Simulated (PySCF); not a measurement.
# C2F4 (Tetrafluoroethylene): the cost of one run

Programs: PySCF 2.14.0, with density-fitted response routines of our own. Each step states its level of theory. These are calculated values for one molecule in the gas phase, unless marked as measured. Atoms are numbered from 0 throughout.

## (1) Starting geometry

6 atoms, charge 0, multiplicity 1; geometry from: MMFF94s. The atoms were then displaced at random by about 0.03 Å, so the start is not that level's minimum.

Bonds of the start (Å): F0–C1 1.33, C1–F2 1.39, C1–C3 1.45, C3–F4 1.32, C3–F5 1.30.

## (2) Optimising the geometry at PBE0-D3(BJ)/def2-SVP

The job: settings as JSON, then the geometry in Å.

```
{"job": {"xc": "PBE0", "basis": "def2-SVP", "d3": "d3bj", "grid": 1, "shake": 0.03, "kind": "geom"}, "charge": 0, "multiplicity": 1}
F     -1.242010    -0.077300     1.225610
C     -0.682820    -0.035250     0.016790
F     -1.442520    -0.093720    -1.145210
C      0.765470     0.028440    -0.033840
F      1.294800    -0.019410    -1.244720
F      1.370190     0.101220     1.112100
```

Started as:

```console
> OMP_NUM_THREADS=1 python probes_run.py task.json out
```

The driver reads the jobs from task.json and runs them one after another.

Q: Estimate the wall time and peak memory of this first job on 1 thread of Arm Neoverse V2, shared host.

About 18 s, with a peak of 0.34 GiB.
